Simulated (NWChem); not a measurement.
The numbers come from NWChem runs, not from measurements. System: C$_{2}$F$_{4}$, charge 1, spin multiplicity 2, at the geometry of a parent with another charge or spin, in a state set for the comparison that need not be this species' ground state. Its SCF solution wasn't tested for a lower state. Level: UHF/def2-TZVP.

The NWChem input:

```
start mol
memory heap 200 mb stack 900 mb global 1100 mb
charge 1
geometry units angstroms nocenter noautoz
  F      1.095496     0.000000     1.380695
  C      0.000000     0.000000     0.664677
  F     -1.095496     0.000000     1.380695
  C      0.000000     0.000000    -0.664677
  F     -1.095496     0.000000    -1.380695
  F      1.095496     0.000000    -1.380695
  symmetry group D2h
end
basis spherical
  * library def2-tzvp
end
scf
  uhf
  nopen 1
  maxiter 100
  thresh 1e-7
  semidirect memsize 60000000 filesize 0
  # guess.movecs holds the orbitals of an unrestricted PBE0 run
  vectors input guess.movecs output mol.movecs
end
task scf energy
```

Output (cleaned and shortened):

```
             Northwest Computational Chemistry Package (NWChem) 7.3.0
             --------------------------------------------------------

                                NWChem Input Module
                                -------------------

 Scaling coordinates for geometry "geometry" by  1.889725989
 (inverse scale =  0.529177249)

 Turning off AUTOSYM since
 SYMMETRY directive was detected!

                             Geometry "geometry" -> ""
                             -------------------------

 Output coordinates in angstroms (scale by  1.889725989 to convert to a.u.)

  No.       Tag          Charge          X              Y              Z
 ---- ---------------- ---------- -------------- -------------- --------------
    1 F                    9.0000     1.09549600     0.00000000     1.38069500
    2 C                    6.0000     0.00000000     0.00000000     0.66467700
    3 F                    9.0000    -1.09549600     0.00000000     1.38069500
    4 C                    6.0000     0.00000000     0.00000000    -0.66467700
    5 F                    9.0000    -1.09549600     0.00000000    -1.38069500
    6 F                    9.0000     1.09549600     0.00000000    -1.38069500

 Effective nuclear repulsion energy (a.u.)     245.4220696291

            Nuclear Dipole moment (a.u.)
            ----------------------------
        X                 Y               Z
 ---------------- ---------------- ----------------
     0.0000000000     0.0000000000     0.0000000000

      Symmetry information
      --------------------

 Group name             D2h
 Group number             26
 Group order               8
 No. of unique centers     2

      Symmetry unique atoms

     1    2


 Summary of "ao basis" -> "" (spherical)
 ------------------------------------------------------------------------------
       Tag                 Description            Shells   Functions and Types
 ---------------- ------------------------------  ------  ---------------------
 *                         def2-tzvp                  on all atoms

 Summary of "ao basis" -> "ao basis" (spherical)
[...]
    Atom       Charge   Shell Charges
 -----------   ------   -------------------------------------------------------
    1 F    9     9.06   0.77  1.20  0.61  1.02  0.32  2.21  2.24  0.67  0.00  0.02  0.00
    2 C    6     5.37   0.85  1.12  0.53  0.43  0.01  1.11  0.95  0.03  0.06  0.23  0.03
    3 F    9     9.06   0.77  1.20  0.61  1.02  0.32  2.21  2.24  0.67  0.00  0.02  0.00
    4 C    6     5.37   0.85  1.12  0.53  0.43  0.01  1.11  0.95  0.03  0.06  0.23  0.03
    5 F    9     9.06   0.77  1.20  0.61  1.02  0.32  2.21  2.24  0.67  0.00  0.02  0.00
    6 F    9     9.06   0.77  1.20  0.61  1.02  0.32  2.21  2.24  0.67  0.00  0.02  0.00

  Mulliken analysis of the alpha density
  --------------------------------------

    Atom       Charge   Shell Charges
 -----------   ------   -------------------------------------------------------
    1 F    9     4.55   0.39  0.60  0.30  0.51  0.16  1.12  1.13  0.32  0.00  0.01  0.00
    2 C    6     2.90   0.43  0.56  0.27  0.23  0.00  0.64  0.57  0.03  0.03  0.13  0.02
    3 F    9     4.55   0.39  0.60  0.30  0.51  0.16  1.12  1.13  0.32  0.00  0.01  0.00
    4 C    6     2.90   0.43  0.56  0.27  0.23  0.00  0.64  0.57  0.03  0.03  0.13  0.02
    5 F    9     4.55   0.39  0.60  0.30  0.51  0.16  1.12  1.13  0.32  0.00  0.01  0.00
    6 F    9     4.55   0.39  0.60  0.30  0.51  0.16  1.12  1.13  0.32  0.00  0.01  0.00

   Mulliken analysis of the beta density
   -------------------------------------

    Atom       Charge   Shell Charges
 -----------   ------   -------------------------------------------------------
    1 F    9     4.51   0.39  0.60  0.30  0.51  0.16  1.09  1.11  0.34  0.00  0.01  0.00
    2 C    6     2.47   0.43  0.56  0.26  0.20  0.01  0.47  0.39  0.01  0.03  0.11  0.02
    3 F    9     4.51   0.39  0.60  0.30  0.51  0.16  1.09  1.11  0.34  0.00  0.01  0.00
    4 C    6     2.47   0.43  0.56  0.26  0.20  0.01  0.47  0.39  0.01  0.03  0.11  0.02
    5 F    9     4.51   0.39  0.60  0.30  0.51  0.16  1.09  1.11  0.34  0.00  0.01  0.00
    6 F    9     4.51   0.39  0.60  0.30  0.51  0.16  1.09  1.11  0.34  0.00  0.01  0.00

   Mulliken analysis of the spin density
   -------------------------------------

    Atom       Charge   Shell Charges
 -----------   ------   -------------------------------------------------------
    1 F    9     0.04   0.00 -0.00  0.00  0.00 -0.00  0.03  0.02 -0.02  0.00  0.00 -0.00
    2 C    6     0.43  -0.00 -0.00  0.01  0.02 -0.00  0.17  0.18  0.02  0.00  0.02 -0.00
    3 F    9     0.04   0.00 -0.00  0.00  0.00 -0.00  0.03  0.02 -0.02  0.00  0.00 -0.00
    4 C    6     0.43  -0.00 -0.00  0.01  0.02 -0.00  0.17  0.18  0.02  0.00  0.02 -0.00
    5 F    9     0.04   0.00 -0.00  0.00  0.00 -0.00  0.03  0.02 -0.02  0.00  0.00 -0.00
    6 F    9     0.04   0.00 -0.00  0.00  0.00 -0.00  0.03  0.02 -0.02  0.00  0.00 -0.00

       Multipole analysis of the density wrt the origin
       ------------------------------------------------

     L   x y z        total         alpha         beta         nuclear
     -   - - -        -----         -----         ----         -------
     0   0 0 0      1.000000    -24.000000    -23.000000     48.000000

     1   1 0 0     -0.000000      0.000000     -0.000000      0.000000
     1   0 1 0     -0.000000      0.000000     -0.000000      0.000000
     1   0 0 1     -0.000000     -0.000000      0.000000      0.000000

     2   2 0 0    -20.211491    -87.858995    -86.636807    154.284311
     2   1 1 0     -0.000000     -0.000000     -0.000000      0.000000
     2   1 0 1     -0.000000     -0.000000     -0.000000      0.000000
     2   0 2 0    -19.174629    -10.305839     -8.868790      0.000000
     2   0 1 1     -0.000000      0.000000     -0.000000      0.000000
     2   0 0 2    -18.085652   -142.188660   -139.902273    264.005281

 Task  times  cpu:       10.5s     wall:       10.5s

 Total times  cpu:       10.6s     wall:       10.6s
```
